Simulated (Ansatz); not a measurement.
**C2H3FO2: one species, many methods**

An exercise on one series of results from a longer session: the logs are not shown, and one member is left open.

Method: functionals in def2-TZVPP, the program's frozen cores in correlated methods; program: Ansatz 0.2.0, Gaussian basis.

The runs, in order: LDA (SPW92), PBE-D4, revPBE-D4, BLYP-D4, r2SCAN-D4, B97M-V, PBE0-D4, B3LYP-D4, r2SCANh-D4, r2SCAN0-D4, HSE06-D4, BHLYP-D4, CAM-B3LYP-D4, LC-ωPBE, ωB97X-V, ωB97M-V, B2PLYP, PBE-QIDH; CCSD(T)/def2-SVP; CCSD(T)/def2-TZVPP; MP2/def2-QZVPP; extrapolation to the limit; RPA on PBE.

## The geometry

An earlier PBE0-D4 in a triple-zeta def2 set relaxation fixed the geometry.

SMILES `O=CC(O)F`, 8 atoms, charge 0, spin multiplicity 1.

Atoms are counted from 1 here; the program's logs count them from 0.

Bond lengths: O1–C2 1.198 Å, C2–C3 1.527 Å, C2–H6 1.105 Å, C3–O4 1.350 Å, C3–F5 1.392 Å, C3–H7 1.095 Å, O4–H8 0.970 Å. Angles: O1–C2–C3 120.8°, O1–C2–H6 122.6°, C3–C2–H6 116.5°, C2–C3–O4 111.6°, C2–C3–F5 104.0°, C2–C3–H7 112.6°, O4–C3–F5 112.0°, O4–C3–H7 110.1°, F5–C3–H7 106.3°, C3–O4–H8 107.5°.

The first run:

File in.yaml:

```yaml
crystal:
  periodic: [false, false, false]
  atoms:
    - {symbol: O, position_ang: [-1.673808, 0.110923, 0.448409]}
    - {symbol: C, position_ang: [-0.838431, 0.291586, -0.390946]}
    - {symbol: C, position_ang: [0.635560, 0.020861, -0.098656]}
    - {symbol: O, position_ang: [0.831467, -0.325396, 1.191739]}
    - {symbol: F, position_ang: [0.966679, -1.012001, -0.970749]}
    - {symbol: H, position_ang: [-1.087136, 0.609705, -1.419259]}
    - {symbol: H, position_ang: [1.279955, 0.865151, -0.364306]}
    - {symbol: H, position_ang: [-0.022186, -0.617930, 1.547966]}
basis:
  gaussian: {orbitals: def2-TZVPP}
hamiltonian: {xc: lda}
output: {orbitals: {seedname: orbitals}}
```

Among the steps run: LDA; PBE-D4 (GGA); revPBE-D4 (GGA); BLYP-D4 (GGA); r2SCAN-D4 (meta-GGA); B97M-V (meta-GGA); PBE0-D4 (hybrid); B3LYP-D4 (hybrid); r2SCANh-D4 (hybrid); r2SCAN0-D4 (hybrid); HSE06-D4 (hybrid); BHLYP-D4 (hybrid); CAM-B3LYP-D4 (range-separated); LC-ωPBE (range-separated); ωB97X-V (range-separated); ωB97M-V (range-separated); B2PLYP (double hybrid); PBE-QIDH (double hybrid).

One table of the session follows, with a row left open; its other results are not shown here.

It belongs to the step «Frontier levels by functional». 

| functional | HOMO (eV) | LUMO (eV) | gap (eV) |
| --- | --- | --- | --- |
| LDA (SPW92) | -7.02 | -3.34 | 3.67 |
| PBE-D4 | -6.83 | -3.02 | 3.81 |
| revPBE-D4 | -6.76 | -2.91 | 3.85 |
| BLYP-D4 | -6.79 | -2.91 | 3.88 |
| r2SCAN-D4 | -7.15 | -2.80 | 4.35 |
| B97M-V | -7.30 | -2.66 | 4.64 |
| PBE0-D4 | -8.47 | -1.82 | 6.64 |
| B3LYP-D4 | -8.27 | -2.13 | 6.14 |
| r2SCANh-D4 | -7.77 | -2.36 | 5.41 |
| r2SCAN0-D4 | -8.69 | -1.70 | 6.99 |
| HSE06-D4 | -8.06 | -2.22 | 5.84 |
| BHLYP-D4 | -10.10 | -0.55 | 9.55 |
| CAM-B3LYP-D4 | -9.99 | -0.61 | 9.38 |
| LC-ωPBE | -11.26 | 0.72 | 11.98 |
| ωB97X-V | ? | ? | ? |
| ωB97M-V | -10.87 | 0.55 | 11.42 |

**Question.** Estimate the row for ωB97X-V.

The run gave: HOMO (eV): -10.94; LUMO (eV): 0.64; gap (eV): 11.57. In the column «HOMO (eV)» it lies between LC-ωPBE (-11.26) and ωB97M-V (-10.87).
